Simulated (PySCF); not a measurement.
methane cation (CH4), SMILES C (connectivity only; charge and spin as stated), charge +1, multiplicity 2.

Geometry: B3LYP-D3(BJ)/def2-TZVPD. The multiplicity is an assumed one; other spin states were not compared.

All values below come from TDA-PBE/def2-TZVPD (PySCF).

Vertical excitations; the highest root listed may be one member of a degenerate set. 

```csv
state,energy (eV),λ (nm),f,main pairs
root 1,4.56,272,0.015,β HOMO→LUMO (degenerate set)
root 2,4.56,272,0.015,β HOMO−1→LUMO (degenerate set)
root 3,9.46,131,0.000,α HOMO→LUMO 98 %
root 4,10.59,117,0.057,"α HOMO→LUMO+1 87 %, β HOMO−2→LUMO 12 %"
root 5,11.52,108,0.018,"α HOMO→LUMO+1 12 %, β HOMO−2→LUMO 81 %"
root 6,11.59,107,0.001,"α HOMO−1→LUMO, β HOMO→LUMO+1 (degenerate set)"
root 7,11.59,107,0.001,"α HOMO−2→LUMO, β HOMO−1→LUMO+1 (degenerate set)"
root 8,12.77,97,0.004,α HOMO→LUMO+2 (degenerate set)
root 9,12.77,97,0.004,α HOMO→LUMO+3 (degenerate set)
root 10,13.28,93,0.003,"α HOMO−1→LUMO+1 38 %, β HOMO→LUMO+2 55 %"
```
Unrestricted roots are not spin-pure.
